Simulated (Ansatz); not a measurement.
# Which is lower?

Two relaxed structures of LiSiH3, singlet (PBE0-D4/def2-TZVP; forces vanish, vibrations not checked).

A:

```xyz
5
angstrom
Li 1.2300 -0.3867 -0.2591
Si -0.9494 0.2985 0.2000
H -0.2102 0.3440 -1.1917
H -0.3454 -1.1454 0.3893
H 0.3789 0.8569 0.8396
```

B:

Li1  (-2.206, 0.695, 0.466)
Si2  (0.092, -0.029, -0.020)
H3  (0.541, 0.129, -1.447)
H4  (0.396, -1.477, 0.258)
H5  (1.177, 0.682, 0.743)
(Å)

Computed with Ansatz 0.2.0 (basis: def2-TZVPP); correlated methods freeze the cores. The outer core shell of Li, Na, Mg and K is correlated. B3LYP uses VWN-RPA correlation.

Question: Which structure is lower at CCSD(T), and by how much? (An estimate is asked for; the value comes from the calculation.)

Answer: The calculation gives: A, by 0.085 eV (electronic energy, against the other). By their contacts, A is LiSiH₃ ([H]1[Li]23[H][Si]12[H]3) and B is LiSiH₃ ([Li][SiH3]).

Question: Do the other methods give the same order? (Judge from chemistry; the calculation decides.)

Answer: By the calculation: Not all: HF gives the other order.

```json
{"method": "PBE-D4", "E(B) − E(A) (eV)": "0.152"}
{"method": "r2SCAN-D4", "E(B) − E(A) (eV)": "0.104"}
{"method": "PBE0-D4", "E(B) − E(A) (eV)": "0.096"}
{"method": "B3LYP-D4", "E(B) − E(A) (eV)": "0.102"}
{"method": "wB97M-V", "E(B) − E(A) (eV)": "0.161"}
{"method": "HF", "E(B) − E(A) (eV)": "-0.126"}
{"method": "MP2", "E(B) − E(A) (eV)": "0.062"}
{"method": "CCSD", "E(B) − E(A) (eV)": "0.064"}
{"method": "CCSD(T)", "E(B) − E(A) (eV)": "0.085"}
```

No T1 diagnostic of these runs exceeds 0.014.

Labels in which every atom is bracketed show which atoms are joined, not bond orders.

For scale, one of the runs: CCSD(T)/def2-TZVPP, 103 basis functions, launched by `ansatz run in.yaml --threads 2 --pin off --events-out ev --progress --plain --max-ram 4352MiB`. The run took about 1.9 s on 2 CPU threads of an Intel Xeon 6975P-C (shared host).
